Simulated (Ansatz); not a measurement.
BH: a line through the functionals

The species is BH (2 atoms), meant as a singlet with charge 0. As SMILES, `[BH]`. The bond length is the measured one.

The HOMO–LUMO gap y, in eV, basis def2-TZVPPD; a is the functional's share of exact exchange. Programs: Ansatz 0.2.0.

```
functional  program     a  y (eV)
    r2SCAN   Ansatz     0    2.59
      BLYP   Ansatz     0    2.10
     B3LYP   Ansatz   0.2    3.91
   r2SCAN0   Ansatz  0.25       ?
      PBE0   Ansatz  0.25    4.32
     BHLYP   Ansatz   0.5    6.55
```

Task: Fit y = c + s·a to the known rows and predict r2SCAN0.

Result: 
1. Means of the 5 rows: a = 0.1900, y = 3.894.
2. Σ(Δa)² = 0.172, Σ(Δa·Δy) = 1.4377, so the slope is 1.4377/0.172 = 8.3587.
3. Intercept: 3.894 − (8.3587) × 0.1900 = 2.306. The largest residual of the fit is 0.28.
4. r2SCAN0: 2.306 + (8.3587) × 0.25 = 4.40 eV.

The run gave 4.66 eV, so the prediction is off by -0.26 eV, within the scatter of the fit. Exact exchange lowers occupied levels and raises empty ones. The rows mix families of semi-local functionals, which the line can't see.
